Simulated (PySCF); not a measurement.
Several molecules and their computed UV-vis stick spectra, shuffled. Method used: TDDFT CAM-B3LYP/def2-SVPD, vertical, gas phase, core orbitals frozen in the response in PySCF. Geometries: PBE0-D3(BJ)/def2-SVP; one conformer of each isolated species. Triplets are in the Tamm–Dancoff approximation.

A. `CCCN([SiH3])[SiH3]`
B. `CC(C)(C)C([SiH3])[SiH3]`
C. `O=[O+][O-]`
D. `C=COC(F)F`
E. `CS(=O)(=O)c1cncnc1`

Lowest singlet levels (six at most, fewer where fewer were computed) with oscillator strengths:

1. 7.65 eV (f 0.028); 8.11 eV (f 0.217); 8.17 eV (f 0.004); 8.29 eV (f 0.012); 8.37 eV (f 0.027); 8.52 eV (f 0.001); T1 7.32 eV
2. 7.19 eV (f 0.172); 7.31 eV (f 0.150); 7.74 eV (f 0.033); 8.23 eV (f 0.002); 8.92 eV (f 0.003); 8.95 eV (f 0.021); T1 4.38 eV
3. 6.11 eV (f 0.001); 6.64 eV (f 0.010); 6.90 eV (f 0.035); 7.34 eV (f 0.005); 7.35 eV (f 0.004); 7.54 eV (f 0.002)
4. 4.51 eV (f 0.005); 4.53 eV (f 0.000); 5.56 eV (f 0.007); 5.66 eV (f 0.001); 5.88 eV (f 0.012); 6.46 eV (f 0.181)
5. 2.18 eV (f 0.000); 2.52 eV (f 0.000); 5.53 eV (f 0.143); 9.52 eV (f 0.000); 9.53 eV (f 0.002); 9.92 eV (f 0.008); T1 1.36 eV

Question: Which spectrum belongs to which structure?

Answer: 1 = B, 2 = D, 3 = A, 4 = E, 5 = C.
- A: S1 at 6.11 eV, HOMO→LUMO (66%), HOMO→LUMO+1 (27%); Löwdin shares by element: HOMO nitrogen 50%, silicon 17%, carbon 7% or more (atoms not listed hold the other 26%); LUMO silicon 40%, carbon 13% or more (atoms not listed hold the other 47%); HOMO -8.29 and LUMO 1.04 eV.
- B: S1 at 7.65 eV, HOMO→LUMO (79%), HOMO→LUMO+1 (10%); Löwdin shares by element: HOMO carbon 37% or more, silicon 28% (atoms not listed hold the other 34%); LUMO silicon 29%, carbon 7% or more, hydrogen 6% or more (atoms not listed hold the other 57%); HOMO -9.43 and LUMO 1.05 eV.
- C: S1 at 2.18 eV, HOMO→LUMO (100%); HOMO -11.50 and LUMO -3.92 eV; point group C2v, 3 of its 6 listed states under f = 0.0005.
- D: S1 at 7.19 eV, HOMO→LUMO (74%), HOMO→LUMO+1 (16%); Löwdin shares by element: HOMO carbon 66% or more, oxygen 21%; LUMO carbon 64% or more, oxygen 9%, hydrogen 7% or more (atoms not listed hold the other 20%); HOMO -9.03 and LUMO 1.10 eV.
- E: S1 at 4.51 eV, HOMO→LUMO+1 (92%); Löwdin shares by element: HOMO nitrogen 69%, carbon 13% or more (atoms not listed hold the other 17%); LUMO carbon 53% or more, nitrogen 10% or more (atoms not listed hold the other 37%); HOMO -9.56 and LUMO -0.99 eV.
